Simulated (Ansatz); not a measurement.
**SiH4, singlet: CASSCF and its corrections**

Computed with Ansatz's Gaussian-basis code (development build). Basis cc-pV(T+d)Z on Si, cc-pVTZ on H, nonrelativistic, no frozen core. State-specific CASSCF; RHF is the lowest restricted (open-shell) Hartree–Fock solution met. Solutions may break the symmetry of the shape. No proof that the lowest CASSCF solution was found.

Geometry. A bond is stretched, to 1.46 times the sum of the covalent radii.

```xyz
5

Si    0.0000    0.0000    0.0000
H     1.1986    1.1986    1.1986
H    -0.8561   -0.8561    0.8561
H    -0.8561    0.8561   -0.8561
H     0.8561   -0.8561   -0.8561
```

**Question.** What do CASSCF and its corrections give against RHF in CAS(2,2), and what are the occupations?

**Answer.** CASSCF -0.735 eV, SC-NEVPT2 -7.019 eV; occupations 1.92, 0.08.
